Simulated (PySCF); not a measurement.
Isomers of C4H5N, mass 67.042 u with the commonest isotopes. Method: PBE0-D3(BJ)/def2-SVP geometry optimisation, gas phase (PySCF 2.14.0). One conformer each, none proved a minimum here; rigid rotors.

Problem. Order these by rotational constant A, largest first.
A. `[H]/N=C\C#CC`
B. `C=C(C)C#N` (methacrylonitrile)
C. cyclopropylisocyanide (`[C-]#[N+]C1CC1`)

Solution. A (36867 MHz), C (16075 MHz), B (9299 MHz).

Problem. Order these by rotational constant B, smallest first.
A. `[H]/N=C\C#CC`
B. methacrylonitrile, `C=C(C)C#N`
C. cyclopropylisocyanide (`[C-]#[N+]C1CC1`)

Solution. A (2137 MHz), C (3721 MHz), B (4167 MHz).

Problem. Order these by dipole moment, smallest first.
A. methacrylonitrile, `C=C(C)C#N`
B. `[H]/N=C\C#CC`
C. cyclopropylisocyanide, `[C-]#[N+]C1CC1`

Solution. B (3.36 D), A (3.85 D), C (4.00 D).

```json
{"SMILES": "[C-]#[N+]C1CC1", "point group": "Cs", "Ia (u·Å²)": "31.44", "Ib (u·Å²)": "135.82", "Ic (u·Å²)": "144.25", "κ": "-0.97", "μa (D)": "3.89", "μb (D)": "0.00", "μc (D)": "0.93"}
{"SMILES": "[H]/N=C\\C#CC", "point group": "near Cs", "Ia (u·Å²)": "13.71", "Ib (u·Å²)": "236.54", "Ic (u·Å²)": "247.06", "κ": "-0.99", "μa (D)": "3.35", "μb (D)": "0.24", "μc (D)": "0.00"}
{"SMILES": "C=C(C)C#N", "point group": "Cs", "Ia (u·Å²)": "54.35", "Ib (u·Å²)": "121.28", "Ic (u·Å²)": "172.47", "κ": "-0.61", "μa (D)": "3.84", "μb (D)": "0.11", "μc (D)": "0.00"}
```
